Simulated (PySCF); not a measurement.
Work out the structure from these simulated measurements.

Formula: HN2O; charge +1.

- UV, first state: lowest singlet excitation: 6.98 eV (178 nm, f = 0.000) [TDDFT B3LYP/def2-SVPD]
- Valence photoelectron: vertical ionisation energy: 22.35 eV [ΔSCF B3LYP/def2-SVPD]
- UV, strongest line: among the 10 lowest singlet transitions: S8 at 11.40 eV (109 nm, f = 0.363) [TDDFT B3LYP/def2-SVPD]
- XPS: N1s 418.4, N1s 421.0, O1s 552.0 eV [ΔSCF SCAN, pcX-2 on the ionised atom, pcseg-1 elsewhere, spin-free X2C]
- Rotational structure: rotational constants A, B, C: 642.992, 11.594, 11.388 GHz [PBE0-D3(BJ)/def2-SVP]
- Triplet: lowest triplet excitation (Tamm–Dancoff): 6.41 eV [TDA B3LYP/def2-SVPD]
- Couplings: largest of the computed one-bond spin–spin couplings (means over like bonds): 17O–1H -93.0, 17O–15N -50.1, 15N–15N -6.6 Hz [B3LYP/pcJ-1]
- NMR, other nuclei: isotropic shieldings of nuclei other than C and H, by class: 10 (1 N), 38 (1 N), 175 (1 O) ppm [GIAO KT2/pcSseg-2]
- 1H NMR: chemical shifts (computed TMS as zero) by class: 9.35 (1 H) ppm [GIAO KT2/pcSseg-2]

The electronic properties come from PySCF, for the isolated species, density fitting. Levels stand in brackets. Geometry: PBE0-D3(BJ)/def2-SVP; no solvent, vibrations or thermal averaging. NMR values are class means; diastereotopic atoms form classes of their own.

Question: Propose a structure and show how it fits.

Answer: Numbering: `[N:1]#[N+:2][OH:3]`. The one hydrogen (9.35 ppm): hydroxyl hydrogen. The other shieldings belong to: 10 ppm, nitrogen bonded to N [N1]; 38 ppm, nitrogen bonded to N and O [N2]; 175 ppm, hydroxyl oxygen [O3]. The couplings run between: -93.0 Hz, hydroxyl oxygen [O3] and its hydrogen; -50.1 Hz, hydroxyl oxygen [O3] and nitrogen bonded to N and O [N2]; -6.6 Hz, nitrogen bonded to N [N1] and nitrogen bonded to N and O [N2]. The core levels belong to: N1s 418.4 eV, nitrogen bonded to N [N1]; N1s 421.0 eV, nitrogen bonded to N and O [N2]; O1s 552.0 eV, hydroxyl oxygen [O3]. The hole state at 418.4 eV has ⟨S²⟩ = 0.84 against 0.75, so that value is less sure. S1 is mainly HOMO→LUMO (weight 0.99); the largest Löwdin shares of the orbital it empties are 0.52 on the hydroxyl oxygen, 0.27 on the nitrogen bonded to N and 0.19 on the nitrogen bonded to N and O, of the orbital it fills 0.50 on the nitrogen bonded to N, 0.35 on the nitrogen bonded to N and O and 0.12 on the hydroxyl oxygen. The optimised geometry has point group Cs and is an asymmetric top. Structure: protonated nitrous oxide, `N#[N+]O`. The assignments are read from this structure; whether some other isomer fits the data as well wasn't checked.
